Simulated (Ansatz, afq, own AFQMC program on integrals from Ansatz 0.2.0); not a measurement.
AlH$_{4}$O, doublet: AFQMC among the cluster methods

```json
{"atom": "Al", "x (Å)": "-1.0661", "y (Å)": "0.0202", "z (Å)": "0.0000"}
{"atom": "H", "x (Å)": "-1.8590", "y (Å)": "1.3935", "z (Å)": "0.0000"}
{"atom": "H", "x (Å)": "-1.8590", "y (Å)": "-1.3532", "z (Å)": "0.0000"}
{"atom": "H", "x (Å)": "0.8559", "y (Å)": "0.0202", "z (Å)": "0.0000"}
{"atom": "O", "x (Å)": "1.8459", "y (Å)": "0.0202", "z (Å)": "0.0000"}
{"atom": "H", "x (Å)": "2.0978", "y (Å)": "-0.9198", "z (Å)": "0.0000"}
```

Connectivity, by distances: AlH2 ··· OH2.

Basis cc-pVTZ. Noble-gas cores (and the filled d shells of Ga–Kr and In–Xe) are frozen. Ansatz 0.2.0 and our own AFQMC program on the same integrals; the CISD trial comes from CCSD amplitudes, and released means the phaseless constraint is let go. ± is one standard error of the sampling.

Determinant: UHF, the one that the program's search chose, which needn't be the lowest solution. The geometry is a point of a scan.

No full CI on the walks' own integrals is used here. The released AFQMC energy serves as the reference, which it does only where one determinant dominates, the energy is flat over the last release times and near the phaseless one (40 meV or 2 meV an electron, half that with transition metals). On small molecules, where full CI could be run and the noise was under 10 meV, such values lay within 10 meV of it in 19 cases of 20, a flattering rate, since the rule was set on those same cases; what remains of the bias isn't in the error bar.

Cautions: the released value is read at 2.40 1/Eh with a noise of 12 meV, more than in the cases checked (meV from the phaseless value at times in 1/Eh: -2 ± 5 at 0.24, -5 ± 6 at 0.51, -10 ± 5 at 0.99, -8 ± 6 at 1.62, 8 ± 12 at 2.40).

The T1 diagnostic is 0.0136, the weight of the determinant in the CISD state is 0.881 and the ⟨S²⟩ of the determinant is 0.759. The size of the correlated space is 13 electrons in 114 orbitals.

Reference: AFQMC with the constraint released, correlation energy -10.256 ± 0.012 eV.

```tsv
level	E − E(reference) (meV)	share of correlation (%)
HF	10256.4 ± 11.6	0.00
MP2	953.2 ± 11.6	90.71
CCSD	305.8 ± 11.6	97.02
CCSD(T)	10.3 ± 11.6	99.90
ph-AFQMC/CISD	-8.3 ± 14.3	100.08
```

A walk keeps the symmetry of its determinant, which the program's search chose and which needn't be the lowest solution, so a lower state of the same spin and another symmetry isn't excluded. Released energies are given only where the last usable release times agree within the noise; a slower fall can still hide under it.
